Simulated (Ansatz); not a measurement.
Ideal-gas functions of C$_{3}$H$_{3}$NO, SMILES `C=C1OC1=N` at 400 K and 1 bar, from an Ansatz frequency run at PBE0-D4/def2-TZVP.

Molar mass 69.06 g/mol, point group Cs (symmetry number 1), electronic degeneracy 1, moments of inertia 29.477, 124.558, 154.035 u Å². Harmonic wavenumbers (cm⁻¹, unscaled): 280, 291, 527, 597, 724, 745, 843, 847, 853, 970, 1095, 1254, 1413, 1721, 2053, 3186, 3285, 3551.

Use S(trans) = R[1.5 ln M + 2.5 ln T − 1.1517]; rotational temperatures θ = 24.2544 K / I; S(rot) = R[ln(√π/σ · √(T³/θAθBθC)) + 1.5]; for each mode x = 1.438777 ν̃/T, S = R[x/(eˣ − 1) − ln(1 − e⁻ˣ)] and H = RT x/(eˣ − 1); 1 cm⁻¹ = 0.0119627 kJ/mol; R = 8.31446 J/(mol·K).

Question: By hand: the entropy, in J/(mol·K).

Answer: Translation 167.8. Rotation: θ = 0.8228, 0.1947, 0.1575 K, giving 107.3. Vibration, mode by mode: 8.60, 8.30, 4.14, 3.39, 2.37, 2.23, 1.69, 1.67, 1.64, 1.17, 0.81, 0.51, 0.32, 0.12, 0.04, 0.00, 0.00, 0.00, in all 37.0. Electronic 0.0. Sum 312.1 J/(mol·K).

Question: By hand: H − E and G − E in kJ/mol, counted from the electronic energy.

Answer: Zero-point energy ½ × 24235 × 0.0119627 = 145.0; thermal vibration 9.7; translation, rotation and pV give 4 RT = 13.3. H − E = 168.0 kJ/mol, and G − E = 168.0 − 400 × 312.1/1000 = 43.2 kJ/mol.

Vibration gives 12 % of the entropy. The sum counts one conformer and one mirror image; others add a mixing term.
